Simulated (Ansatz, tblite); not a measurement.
Cost and result up the ladder for BCl2H (BHCl₂) (4 atoms). Charge 0, multiplicity 1. Geometry: r2SCAN-D4/def2-TZVP.

```xyz
4

B     0.090   -0.086   -0.047
Cl    0.573    1.107    1.121
Cl   -1.555   -0.169   -0.604
H     0.891   -0.852   -0.469
```

Ansatz on 2 threads of Arm Neoverse V2 on a shared host; xTB runs through tblite on one thread. Times are rough, summed over both states, and most runs start from the orbitals of an earlier one. CCSD(T)/def2-TZVPP serves as the yardstick here, not as an exact answer. The other state is a doublet.

The xTB rows come from tblite. HSE06 is defined as in plane-wave codes, on full-range PBE exchange. Correlated methods freeze 11 core orbitals. HOMO above LUMO, or a gap near zero within one spin, warns that the state may not be the lowest or that an electron is smeared out.

Correlated methods converge slowly with the basis.

Raw xTB energies of ions are shifted by several eV.

```csv
level,functions,vertical IE (eV),difference from CCSD(T)/def2-TZVPP (eV),remarks
PBE-QIDH/def2-TZVP,111,12.08,0.15,–
PBE-D4/def2-TZVP (with forces),111,11.22,-0.70,gap within one spin near zero (+1 doublet)
r2SCAN-D4/def2-TZVP,111,11.43,-0.49,–
GFN1-xTB,24,15.45,3.52,–
BHLYP-D4/def2-TZVP,111,11.89,-0.04,–
ωB97M-V/def2-TZVP,111,11.89,-0.03,–
CCSD(T)/def2-TZVPP,129,11.92,0.00,–
CAM-B3LYP-D4/def2-TZVP,111,11.88,-0.04,–
HSE06-D4/def2-TZVP (with forces),111,11.63,-0.29,–
GFN2-xTB,23,15.04,3.11,–
```

Question: Estimate how long each takes.

Answer: GFN2-xTB 0.004 s; GFN1-xTB 0.005 s; PBE-D4/def2-TZVP (with forces) 2.5 s; HSE06-D4/def2-TZVP (with forces) 3.1 s; r2SCAN-D4/def2-TZVP 4.8 s; CAM-B3LYP-D4/def2-TZVP 5.2 s; BHLYP-D4/def2-TZVP 5.7 s; PBE-QIDH/def2-TZVP 6.6 s; ωB97M-V/def2-TZVP 15 s; CCSD(T)/def2-TZVPP 28 s. On shared hardware such times vary by a factor of up to 3.
